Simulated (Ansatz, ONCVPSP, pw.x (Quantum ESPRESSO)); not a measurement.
**What a changed setting does to a pw.x run (fcc W)**

Potential: optimised norm-conserving Vanderbilt (ONCV), ONCVPSP 4.0.1.1 (patched build), PBEsol; core [Kr] 4d10 4f14, reference 5s2 5p6 5d4 6s1.5 6p0.5; waves: 5s+6s: rc 1.85 bohr, ncon 4, nbas 8, qcut 5.9 1/bohr, 2 projectors; 5p+6p: rc 1.80 bohr, ncon 4, nbas 9, qcut 7.4 1/bohr, 3 projectors, debl 1.4 Ha; 5d: rc 2.70 bohr, ncon 4, nbas 8, qcut 5.4 1/bohr, 2 projectors, debl 1 Ha; local part: polynomial inside 1.30 bohr (lpopt 5, dvloc0 3 Ha); core correction: none.

The reference run (k-mesh 14³, cutoffs 50/200 Ry, Fermi–Dirac 0.01 Ry, mixing_beta 0.4, conv_thr 1e-9, no spin) gives -2.93 GPa at 15.995 Å³/atom, where all-electron LAPW gives 0.14 GPa. This run, with its own iteration cap, changes tot_charge to 3, a wrong or extreme entry chosen on purpose.

```
&control
  calculation='scf', prefix='x', pseudo_dir='./', outdir='./tmp', tstress=.true., disk_io='none'
/
&system
  ibrav=0, nat=1, ntyp=1, ecutwfc=50, ecutrho=200, nbnd=15,
  occupations='smearing', smearing='fd', degauss=0.01, tot_charge=3
/
&electrons
  conv_thr=1e-09, mixing_beta=0.4, electron_maxstep=70
/
ATOMIC_SPECIES
W 1.0 W.UPF
CELL_PARAMETERS angstrom
  0.00000000 1.99979164 1.99979164
  1.99979164 0.00000000 1.99979164
  1.99979164 1.99979164 0.00000000
ATOMIC_POSITIONS crystal
W 0.0000 0.0000 0.0000
K_POINTS automatic
14 14 14 0 0 0
```

```bash
pw.x < W.scf.in > W.scf.out
```

Question: How does the run end?

Answer: It converges in 7 iterations; the free energy moves by -62.73 eV/atom and the pressure by -714.28 GPa. The cell is charged against a uniform background, so energy and pressure depend on the zero of the potential and are not those of the crystal.

```
Message from routine setup:
     using ibrav=0 with symmetry is DISCOURAGED, use correct ibrav instead
     lattice parameter (alat)  =       5.3444  a.u.
     unit-cell volume          =     107.9396 (a.u.)^3
     number of electrons       =        11.00
     number of Kohn-Sham states=           15
     kinetic-energy cutoff     =      50.0000  Ry
     charge density cutoff     =     200.0000  Ry
     scf convergence threshold =      1.0E-09
     Exchange-correlation= PBESOL
     number of k points=   104  Fermi-Dirac smearing, width (Ry)=  0.0100
     iteration #  1     ecut=    50.00 Ry     beta= 0.40
     total energy              =    -141.70169951 Ry
     estimated scf accuracy    <       0.97641745 Ry
     iteration #  2     ecut=    50.00 Ry     beta= 0.40
     total energy              =    -141.65724412 Ry
     estimated scf accuracy    <       0.15345342 Ry
     iteration #  3     ecut=    50.00 Ry     beta= 0.40
     total energy              =    -141.68552895 Ry
     estimated scf accuracy    <       0.00022387 Ry
     iteration #  4     ecut=    50.00 Ry     beta= 0.40
     total energy              =    -141.68561028 Ry
     estimated scf accuracy    <       0.00003201 Ry
     iteration #  5     ecut=    50.00 Ry     beta= 0.40
     total energy              =    -141.68561208 Ry
     estimated scf accuracy    <       0.00000013 Ry
     iteration #  6     ecut=    50.00 Ry     beta= 0.40
     total energy              =    -141.68561210 Ry
     estimated scf accuracy    <       0.00000003 Ry
     iteration #  7     ecut=    50.00 Ry     beta= 0.40
     the Fermi energy is    20.2316 ev
!    total energy              =    -141.68561211 Ry
     estimated scf accuracy    <          1.4E-10 Ry
     smearing contrib. (-TS)   =      -0.00487687 Ry
     The total energy is F=E-TS. E is the sum of the following terms:
     one-electron contribution =     -26.05918306 Ry
     hartree contribution      =      15.37133278 Ry
     xc contribution           =     -12.09647651 Ry
     ewald contribution        =    -118.89640845 Ry
     convergence has been achieved in   7 iterations
          total   stress  (Ry/bohr**3)                   (kbar)     P=    -7172.12
     Message from routine punch:
     Nothing written, as per user request (disk_io='none')
```

The run took about 17 s on one core of a shared host (Neoverse-N1, 64 threads, 124 GiB, load 60).
